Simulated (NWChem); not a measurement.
All runs are NWChem calculations. System: ozone (O3), charge 0, spin multiplicity 1, at a geometry optimised with PBE0/def2-SVP. Level: TD-B3LYP/6-31G* (spherical d), VWN1-RPA local correlation.

Input file:

```
start mol
memory heap 200 mb stack 900 mb global 1100 mb
geometry units angstroms nocenter noautoz noautosym
  O     -1.060667     0.000000    -0.210198
  O      0.000000     0.000000     0.420396
  O      1.060667     0.000000    -0.210198
end
basis spherical
  * library 6-31g*
end
dft
  xc b3lyp
  semidirect memsize 60000000 filesize 0
  iterations 100
end
tddft
  rpa
  nroots 10
  notriplet
end
task tddft energy
```

NWChem printed:

```
             Northwest Computational Chemistry Package (NWChem) 7.3.0
             --------------------------------------------------------

                                NWChem Input Module
                                -------------------

 Scaling coordinates for geometry "geometry" by  1.889725989
 (inverse scale =  0.529177249)

                             Geometry "geometry" -> ""
                             -------------------------

 Output coordinates in angstroms (scale by  1.889725989 to convert to a.u.)

  No.       Tag          Charge          X              Y              Z
 ---- ---------------- ---------- -------------- -------------- --------------
    1 O                    8.0000    -1.06066700     0.00000000    -0.21019800
    2 O                    8.0000     0.00000000     0.00000000     0.42039600
    3 O                    8.0000     1.06066700     0.00000000    -0.21019800

 Effective nuclear repulsion energy (a.u.)      70.8571342385

            Nuclear Dipole moment (a.u.)
            ----------------------------
        X                 Y               Z
 ---------------- ---------------- ----------------
     0.0000000000     0.0000000000     0.0000000000


 Summary of "ao basis" -> "" (spherical)
 ------------------------------------------------------------------------------
       Tag                 Description            Shells   Functions and Types
 ---------------- ------------------------------  ------  ---------------------
 *                           6-31g*                   on all atoms

                                 NWChem DFT Module
                                 -----------------

 Summary of "ao basis" -> "ao basis" (spherical)
 ------------------------------------------------------------------------------
       Tag                 Description            Shells   Functions and Types
 ---------------- ------------------------------  ------  ---------------------
 O                           6-31g*                  6       14   3s2p1d

 Summary of "ao basis" -> "ao basis" (spherical)
 ------------------------------------------------------------------------------
       Tag                 Description            Shells   Functions and Types
 ---------------- ------------------------------  ------  ---------------------
 O                           6-31g*                  6       14   3s2p1d

            General Information
            -------------------
          SCF calculation type: DFT
          Wavefunction type:  closed shell.
          No. of atoms     :     3
          No. of electrons :    24
           Alpha electrons :    12
            Beta electrons :    12
          Charge           :     0
          Spin multiplicity:     1
          Use of symmetry is: off; symmetry adaption is: off
          Maximum number of iterations: 100
          AO basis - number of functions:    42
                     number of shells:    18
          Convergence on energy requested:  1.00D-06
          Convergence on density requested:  1.00D-05
          Convergence on gradient requested:  5.00D-04

              XC Information
              --------------
                         B3LYP Method XC Potential
                     Hartree-Fock (Exact) Exchange  0.200
                        Slater Exchange Functional  0.800 local
                    Becke 1988 Exchange Functional  0.720 non-local
              Lee-Yang-Parr Correlation Functional  0.810
                  VWN I RPA Correlation Functional  0.190 local

             Grid Information
             ----------------
          Grid used for XC integration:  medium
          Radial quadrature: Mura-Knowles
          Angular quadrature: Lebedev.
          Tag              B.-S. Rad. Rad. Pts. Rad. Cut. Ang. Pts.
          ---              ---------- --------- --------- ---------
          O                   0.60       49           6.0       434
          Grid pruning is: on
          Number of quadrature shells:   147
          Spatial weights used:  Erf1

          Convergence Information
          -----------------------
          Convergence aids based upon iterative change in
          total energy or number of iterations.
          Levelshifting, if invoked, occurs when the
          HOMO/LUMO gap drops below (HL_TOL):  1.00D-02
          DIIS, if invoked, will attempt to extrapolate
          using up to (NFOCK): 10 stored Fock matrices.

                    Damping( 0%)  Levelshifting(0.5)       DIIS
                  --------------- ------------------- ---------------
          dE  on:    start            ASAP                start
          dE off:    2 iters        100 iters           100 iters

      Screening Tolerance Information
      -------------------------------
          Density screening/tol_rho:  1.00D-10
          AO Gaussian exp screening on grid/accAOfunc:  14
          CD Gaussian exp screening on grid/accCDfunc:  20
          XC Gaussian exp screening on grid/accXCfunc:  20
          Schwarz screening/accCoul:  1.00D-08

      Superposition of Atomic Density Guess
      -------------------------------------

 Sum of atomic energies:        -224.26305670

      Non-variational initial energy
      ------------------------------

 Total energy =    -224.795942
 1-e energy   =    -450.587915
 2-e energy   =     154.934839
 HOMO         =      -0.300655
 LUMO         =      -0.136101

------------------------------------------------------------
EAF file 0: "./mol.aoints.0" size=524288 bytes
------------------------------------------------------------
               write      read    awrite     aread      wait
[...]
     Electric Quadrupole                           0.0000000003
     Magnetic Dipole                               0.0000005729
     Total Oscillator Strength                     0.0000005732

          sigma_e =   1.1928 Angstrom
          sigma_h =   1.3020 Angstrom
         |d_h->e| =   0.1594 Angstrom
            d_exc =   1.7714 Angstrom
            d_CD1 =   0.2687 Angstrom
            d_CD2 =  -1.0880 Angstrom
            d_CD3 =   1.9309 Angstrom
     Pearson C.C. =   0.0018

     Occ.   11  a   ---  Virt.   13  a    1.00196 X
     Occ.   11  a   ---  Virt.   13  a   -0.06354 Y
  ----------------------------------------------------------------------------
  Root   3 singlet a              0.215137233 a.u.                5.8542 eV
  ----------------------------------------------------------------------------
     Transition Moments    X -0.91691   Y  0.00000   Z -0.00000
     Transition Moments   XX  0.00001  XY -0.00000  XZ  0.43898
     Transition Moments   YY  0.00000  YZ -0.00000  ZZ -0.00001
     Dipole Oscillator Strength                    0.1205817904
     Electric Quadrupole                           0.0000000102
     Magnetic Dipole                               0.0000000720
     Total Oscillator Strength                     0.1205818726

          sigma_e =   1.1909 Angstrom
          sigma_h =   1.2779 Angstrom
         |d_h->e| =   0.1576 Angstrom
            d_exc =   1.7545 Angstrom
            d_CD1 =   0.2447 Angstrom
            d_CD2 =  -1.0768 Angstrom
            d_CD3 =   1.9121 Angstrom
     Pearson C.C. =  -0.0007

     Occ.    9  a   ---  Virt.   14  a    0.09830 X
     Occ.   10  a   ---  Virt.   13  a    0.99167 X
     Occ.   10  a   ---  Virt.   13  a   -0.23924 Y
     Occ.   11  a   ---  Virt.   14  a   -0.20077 X
     Occ.   11  a   ---  Virt.   14  a   -0.05753 Y
     Occ.   12  a   ---  Virt.   15  a    0.16870 X
     Occ.   12  a   ---  Virt.   15  a    0.06417 Y
  ----------------------------------------------------------------------------
  Root   4 singlet a              0.350809829 a.u.                9.5460 eV
  ----------------------------------------------------------------------------
     Transition Moments    X  0.00000   Y  0.08093   Z  0.00000
     Transition Moments   XX -0.00000  XY -0.00032  XZ -0.00000
     Transition Moments   YY -0.00000  YZ -0.23597  ZZ -0.00000
     Dipole Oscillator Strength                    0.0015318613
     Electric Quadrupole                           0.0000000128
     Magnetic Dipole                               0.0000006268
     Total Oscillator Strength                     0.0015325009

          sigma_e =   1.1870 Angstrom
          sigma_h =   1.1128 Angstrom
         |d_h->e| =   0.2464 Angstrom
            d_exc =   1.6489 Angstrom
            d_CD1 =   0.3206 Angstrom
            d_CD2 =  -0.9035 Angstrom
            d_CD3 =   1.8953 Angstrom
     Pearson C.C. =  -0.0040

     Occ.    6  a   ---  Virt.   13  a    0.05535 X
     Occ.    8  a   ---  Virt.   13  a    0.99788 X
  ----------------------------------------------------------------------------
  Root   5 singlet a              0.354944732 a.u.                9.6585 eV
  ----------------------------------------------------------------------------
     Transition Moments    X  0.00000   Y -0.00001   Z  0.00000
     Transition Moments   XX -0.00000  XY -0.96718  XZ -0.00000
     Transition Moments   YY -0.00000  YZ  0.00007  ZZ  0.00000
     Dipole Oscillator Strength                    0.0000000001
     Electric Quadrupole                           0.0000002228
     Magnetic Dipole                               0.0000068831
     Total Oscillator Strength                     0.0000071059

          sigma_e =   1.1849 Angstrom
          sigma_h =   1.2928 Angstrom
         |d_h->e| =   0.1633 Angstrom
            d_exc =   1.7679 Angstrom
            d_CD1 =   0.2712 Angstrom
            d_CD2 =  -1.0756 Angstrom
            d_CD3 =   1.9312 Angstrom
     Pearson C.C. =  -0.0076

     Occ.    5  a   ---  Virt.   13  a   -0.06253 X
     Occ.    9  a   ---  Virt.   13  a    0.99472 X
     Occ.   10  a   ---  Virt.   14  a   -0.09051 X
  ----------------------------------------------------------------------------
  Root   6 singlet a              0.370644821 a.u.               10.0858 eV
  ----------------------------------------------------------------------------
     Transition Moments    X -0.00005   Y  0.00000   Z -0.04837
     Transition Moments   XX -0.30143  XY -0.00000  XZ  0.00003
     Transition Moments   YY -0.00666  YZ -0.00000  ZZ  0.15742
     Dipole Oscillator Strength                    0.0005781115
     Electric Quadrupole                           0.0000000147
     Magnetic Dipole                               0.0000000000
     Total Oscillator Strength                     0.0005781262

          sigma_e =   1.1800 Angstrom
          sigma_h =   1.2358 Angstrom
         |d_h->e| =   0.0081 Angstrom
            d_exc =   1.6725 Angstrom
            d_CD1 =   0.0639 Angstrom
            d_CD2 =  -1.1998 Angstrom
            d_CD3 =   1.6806 Angstrom
     Pearson C.C. =   0.0420

     Occ.    7  a   ---  Virt.   13  a    0.20619 X
     Occ.   11  a   ---  Virt.   15  a   -0.07920 X
     Occ.   12  a   ---  Virt.   14  a   -0.97458 X
  ----------------------------------------------------------------------------
  Root   7 singlet a              0.397427553 a.u.               10.8146 eV
  ----------------------------------------------------------------------------
     Transition Moments    X -0.35711   Y -0.00000   Z  0.00001
     Transition Moments   XX  0.00001  XY  0.00000  XZ  0.34012
     Transition Moments   YY -0.00000  YZ  0.00000  ZZ -0.00001
     Dipole Oscillator Strength                    0.0337877427
     Electric Quadrupole                           0.0000000387
     Magnetic Dipole                               0.0000033207
     Total Oscillator Strength                     0.0337911020

          sigma_e =   1.1825 Angstrom
          sigma_h =   1.2861 Angstrom
         |d_h->e| =   0.1277 Angstrom
            d_exc =   1.5617 Angstrom
            d_CD1 =   0.2313 Angstrom
            d_CD2 =  -1.1066 Angstrom
            d_CD3 =   1.6894 Angstrom
     Pearson C.C. =   0.2071

     Occ.    9  a   ---  Virt.   14  a    0.06852 X
     Occ.   10  a   ---  Virt.   13  a    0.13468 X
     Occ.   10  a   ---  Virt.   13  a   -0.06796 Y
     Occ.   11  a   ---  Virt.   14  a    0.92021 X
     Occ.   12  a   ---  Virt.   15  a    0.36550 X
  ----------------------------------------------------------------------------
  Root   8 singlet a              0.401049015 a.u.               10.9131 eV
  ----------------------------------------------------------------------------
     Transition Moments    X  0.00000   Y -0.00000   Z -0.00000
     Transition Moments   XX -0.00000  XY  0.04238  XZ -0.00000
     Transition Moments   YY  0.00000  YZ -0.00000  ZZ  0.00000
     Dipole Oscillator Strength                    0.0000000000
     Electric Quadrupole                           0.0000000006
     Magnetic Dipole                               0.0000026359
     Total Oscillator Strength                     0.0000026365

          sigma_e =   1.1818 Angstrom
          sigma_h =   1.2827 Angstrom
         |d_h->e| =   0.1209 Angstrom
            d_exc =   1.7398 Angstrom
            d_CD1 =   0.2218 Angstrom
            d_CD2 =  -1.1114 Angstrom
            d_CD3 =   1.8607 Angstrom
     Pearson C.C. =   0.0099

     Occ.    9  a   ---  Virt.   13  a    0.08991 X
     Occ.   10  a   ---  Virt.   14  a    0.99526 X
  ----------------------------------------------------------------------------
  Root   9 singlet a              0.435755923 a.u.               11.8575 eV
  ----------------------------------------------------------------------------
     Transition Moments    X  0.00000   Y  0.00000   Z -0.32203
     Transition Moments   XX  0.89431  XY -0.00000  XZ -0.00000
     Transition Moments   YY  0.12120  YZ -0.00000  ZZ -0.28856
     Dipole Oscillator Strength                    0.0301259613
     Electric Quadrupole                           0.0000001590
     Magnetic Dipole                               0.0000000000
     Total Oscillator Strength                     0.0301261203

          sigma_e =   1.1959 Angstrom
          sigma_h =   1.0031 Angstrom
         |d_h->e| =   0.1629 Angstrom
            d_exc =   1.5509 Angstrom
            d_CD1 =   0.3557 Angstrom
            d_CD2 =  -0.9366 Angstrom
            d_CD3 =   1.7137 Angstrom
     Pearson C.C. =   0.0241

     Occ.    5  a   ---  Virt.   15  a    0.05956 X
     Occ.    7  a   ---  Virt.   13  a    0.94119 X
     Occ.    7  a   ---  Virt.   13  a   -0.08109 Y
     Occ.    8  a   ---  Virt.   14  a    0.20200 X
     Occ.    9  a   ---  Virt.   15  a   -0.17504 X
     Occ.   11  a   ---  Virt.   15  a    0.05314 X
     Occ.   12  a   ---  Virt.   14  a    0.20075 X
  ----------------------------------------------------------------------------
  Root  10 singlet a              0.481693488 a.u.               13.1076 eV
  ----------------------------------------------------------------------------
     Transition Moments    X  0.00010   Y  0.00000   Z -0.01775
     Transition Moments   XX  0.14522  XY -0.00000  XZ -0.00006
     Transition Moments   YY  0.01209  YZ  0.00000  ZZ -0.11095
     Dipole Oscillator Strength                    0.0001011647
     Electric Quadrupole                           0.0000000098
     Magnetic Dipole                               0.0000000000
     Total Oscillator Strength                     0.0001011744

          sigma_e =   1.1576 Angstrom
          sigma_h =   1.3003 Angstrom
         |d_h->e| =   0.2831 Angstrom
            d_exc =   1.8006 Angstrom
            d_CD1 =   0.4259 Angstrom
            d_CD2 =  -0.9458 Angstrom
            d_CD3 =   2.0838 Angstrom
     Pearson C.C. =  -0.0436

     Occ.   11  a   ---  Virt.   15  a   -0.99324 X
     Occ.   12  a   ---  Virt.   14  a    0.09053 X

              Target root =      1
          Target symmetry = none
      Ground state energy =   -225.399055349641
        Excitation energy =      0.080703989736
     Excited state energy =   -225.318351359904

  stored tddft:energy   -225.31835135990411

 Task  times  cpu:        8.7s     wall:        8.7s

 Total times  cpu:        8.8s     wall:        8.8s
```
